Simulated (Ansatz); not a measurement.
Take a crystal in which C has been replaced by Pb on all its sites, with the cell rescaled by a rough guess (in some cases also distorted within its space group) and nothing relaxed:

```
CELL_PARAMETERS angstrom
1.75186 1.01144 5.63926
-1.75186 1.01144 5.63926
0.00000 -2.02287 5.63926
ATOMIC_POSITIONS crystal
Nb 0.74613 0.74613 0.74613
Nb 0.25387 0.25387 0.25387
Pb 0.00000 0.00000 0.00000
N 0.50000 0.50000 0.50000
```

Level of theory: DFT PBEsol, scalar-relativistic, plane waves, PAW in Ansatz 0.2.0.

Cutoff 420 eV; k points 15×15×15 on the computed 4-atom cell (Γ-centred); Gaussian smearing, width 0.10 eV; no spin polarisation.

**Question.** What pressure does the cell carry?

**Answer.** The pressure is 48.1 GPa (positive in compression), so the cell would expand.

**Question.** Is it a metal on this mesh?

**Answer.** Yes, a band crosses the Fermi level.

**Question.** What is its energy against the elements in their standard states?

**Answer.** +1.782 eV/atom at this unrelaxed geometry, with the elements in the same functional.

Spin-orbit coupling is left out, which matters for the bands of heavy elements. Spin polarisation was left out, and a magnetic state may lie lower.